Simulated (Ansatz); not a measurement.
Molecular dynamics, step by step

CH₂Li₂, singlet, HF/def2-SVP (Ansatz 0.2.0). Settings (timestep in fs, temperature in K; T counts 9 degrees of freedom):

```yaml
hamiltonian: {xc: hf}
md: {n_steps: 30, timestep: 0.5, temperature: 100, ensemble: nve, seed: 15, initial_velocities: maxwell_boltzmann}
```

Start:

```json
{"atom": "Li1", "x (Å)": "-0.7563", "y (Å)": "-1.0208", "z (Å)": "1.2214"}
{"atom": "C2", "x (Å)": "-0.1047", "y (Å)": "0.1630", "z (Å)": "-0.1057"}
{"atom": "Li3", "x (Å)": "1.6896", "y (Å)": "-0.4148", "z (Å)": "-0.2706"}
{"atom": "H4", "x (Å)": "-0.1745", "y (Å)": "1.2122", "z (Å)": "0.2042"}
{"atom": "H5", "x (Å)": "-0.6541", "y (Å)": "0.0604", "z (Å)": "-1.0493"}
```

| step | time (fs) | potential energy less the start (meV) | kinetic energy (meV) | T (K) |
| --- | --- | --- | --- | --- |
| 0 | 0.00 | 0.0 | 38.8 | 100 |
| 2 | 1.00 | -5.0 | 43.8 | 113 |
| 4 | 2.00 | -7.9 | 46.7 | 120 |
| 6 | 3.00 | -11.3 | 50.2 | 129 |
| 8 | 4.00 | -19.1 | 58.0 | 150 |
| 10 | 5.00 | -31.6 | 70.4 | 182 |
| 12 | 6.00 | -45.2 | 83.9 | 216 |
| 14 | 7.00 | -55.5 | 94.3 | 243 |
| 16 | 8.00 | -62.6 | 101.4 | 261 |
| 18 | 9.00 | -70.3 | 109.1 | 281 |
| 20 | 10.00 | -81.3 | 120.1 | 310 |
| 22 | 11.00 | -93.0 | 131.8 | 340 |
| 24 | 12.00 | -100.8 | 139.5 | 360 |
| 26 | 13.00 | -103.2 | 142.0 | 366 |
| 28 | 14.00 | -103.3 | 142.2 | 367 |
| 30 | 15.00 | -104.8 | 143.7 | 370 |

Step 16, positions (Å) and forces (eV/Å):

```json
{"atom": "Li1", "x": "-0.815", "y": "-1.019", "z": "1.239", "Fx": "-0.373", "Fy": "-0.234", "Fz": "0.378"}
{"atom": "C2", "x": "-0.101", "y": "0.156", "z": "-0.090", "Fx": "0.238", "Fy": "-0.066", "Fz": "0.243"}
{"atom": "Li3", "x": "1.738", "y": "-0.396", "z": "-0.317", "Fx": "0.415", "Fy": "0.053", "Fz": "-0.165"}
{"atom": "H4", "x": "-0.200", "y": "1.207", "z": "0.207", "Fx": "-0.017", "Fy": "0.221", "Fz": "0.004"}
{"atom": "H5", "x": "-0.602", "y": "0.009", "z": "-1.047", "Fx": "-0.263", "Fy": "0.026", "Fz": "-0.460"}
```

Step 18, positions (Å) and forces (eV/Å):

| atom | x | y | z | Fx | Fy | Fz |
| --- | --- | --- | --- | --- | --- | --- |
| Li1 | -0.825 | -1.021 | 1.244 | -0.335 | -0.195 | 0.329 |
| C2 | -0.101 | 0.156 | -0.088 | 0.318 | -0.223 | 0.313 |
| Li3 | 1.748 | -0.394 | -0.324 | 0.341 | 0.069 | -0.145 |
| H4 | -0.203 | 1.204 | 0.204 | -0.022 | 0.341 | 0.041 |
| H5 | -0.595 | 0.006 | -1.046 | -0.302 | 0.009 | -0.538 |

Step 24, positions (Å) and forces (eV/Å):

| atom | x | y | z | Fx | Fy | Fz |
| --- | --- | --- | --- | --- | --- | --- |
| Li1 | -0.858 | -1.027 | 1.261 | -0.220 | -0.060 | 0.159 |
| C2 | -0.100 | 0.155 | -0.083 | 0.057 | -0.219 | -0.159 |
| Li3 | 1.779 | -0.386 | -0.346 | 0.112 | 0.121 | -0.092 |
| H4 | -0.214 | 1.214 | 0.197 | 0.020 | 0.057 | -0.035 |
| H5 | -0.590 | -0.001 | -1.067 | 0.031 | 0.101 | 0.126 |

Last step (30):

Li1  (-0.893, -1.034, 1.281)
C2  (-0.098, 0.153, -0.079)
Li3  (1.812, -0.377, -0.369)
H4  (-0.223, 1.227, 0.188)
H5  (-0.584, 0.000, -1.081)
(Å)

Hardware: 2 CPU threads of an Arm Neoverse V1, shared host. Wall time about 4.4 s.
